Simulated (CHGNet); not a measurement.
# Rutile PbO2

Method: the machine-learned potential CHGNet-r²SCAN (trained on r²SCAN data).

Cell: relaxed at this level.

```
Quantity              Result
-------------------  -------
lattice constant a   4.984 Å
lattice parameter c  3.410 Å
```

Measured, for comparison: lattice constant a 4.958 Å (room temperature, no zero-point or thermal correction, our sources range from 4.950 to 4.958; as tabulated in Hiroi (2015), arXiv:1503.02262); lattice parameter c 3.388 Å (room temperature, no zero-point or thermal correction; as tabulated in Hiroi (2015), arXiv:1503.02262). Computed (rounded) less measured: lattice constant a +0.5 % (+0.5 % to +0.7 % over the range), lattice parameter c +0.6 %.

A machine-learned potential is trained on density-functional data: it inherits that level's misses and adds fitting errors of its own.

Note: the model gives imaginary modes for this phase (in the spectrum interpolated from a supercell).
